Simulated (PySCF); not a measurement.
# AlH3 (aluminum trihydride): the cost of one run

The runs use PySCF 2.14.0, with density-fitted response routines of our own; the level of theory stands in each step. All values are computed, except where a source is named. Atoms count from 0, in the outputs and in this text.

## (1) The molecule as given

4 atoms, charge 0, multiplicity 1; geometry from: GFN2-xTB. The atoms were then displaced at random by about 0.03 Å, so the start is not that level's minimum.

Bonds of the start (Å): Al0–H1 1.47, Al0–H2 1.57, Al0–H3 1.62.

## (2) Geometry optimisation at PBE0-D3(BJ)/def2-SVP

What the job is given:

```
{"job": {"xc": "PBE0", "basis": "def2-SVP", "d3": "d3bj", "grid": 1, "shake": 0.03, "kind": "geom"}, "charge": 0, "multiplicity": 1}
Al     0.065550    -0.074430     0.001540
H      1.535050    -0.151890    -0.030500
H     -0.950260    -1.275090    -0.020140
H     -0.546580     1.420510    -0.027080
```

Run with:

```console
> OMP_NUM_THREADS=1 python probes_run.py task.json out
```

This one command runs all jobs of the session in turn.

Q: Estimate the wall time and peak memory of this first job on 1 thread of Arm Neoverse V1, shared host.

About 1.3 s, with a peak of 0.22 GiB.
